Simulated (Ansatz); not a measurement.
C7H16 can be A, `CCCC(C)CC`, or B, `CC(C)CC(C)C`.

Isolated molecules relaxed with PBE0-D4/def2-TZVP in Ansatz; ΔE leaves out vibrations. CBS: MP2 limit from def2 TZ/QZ plus the TZ coupled-cluster correction, frozen cores. Functionals use def2-TZVPP. B3LYP here is the variant with VWN-RPA as its local correlation; programs differ in this. One conformer a species, not always the lowest.

Which isomer does CCSD(T)/CBS put lower? Give the gap. (Best estimate.)

The calculation gave: B, by 7.8 kJ/mol.

Give E(B) − E(A) in kJ/mol with BLYP-D4, CCSD(T)/def2-SVP, r2SCAN-D4, B3LYP, CCSD(T)/def2-TZVPP, LDA (SPW92), B3LYP-D4. (An estimate is asked.)

Computed: BLYP-D4 -6.4, CCSD(T)/def2-SVP -8.2, r2SCAN-D4 -7.5, B3LYP -2.2, CCSD(T)/def2-TZVPP -8.3, LDA (SPW92) -8.3, B3LYP-D4 -6.1. None reverses the order clearly.

Largest T1 diagnostic: 0.009.

Leaving LDA and LC-ωPBE aside and taking each functional with its dispersion term where it has one, the values, not all of them listed here, spread over 2.6 kJ/mol, from B97M-V to B2PLYP. LDA lies −4.8 kJ/mol from PBE without D4. The D4 term adds −3.8 kJ/mol with B3LYP and −2.2 kJ/mol with PBE0; it sums over pairs of atoms, weighted by their polarisabilities, and B3LYP, whose exchange is more repulsive, gets the larger term.
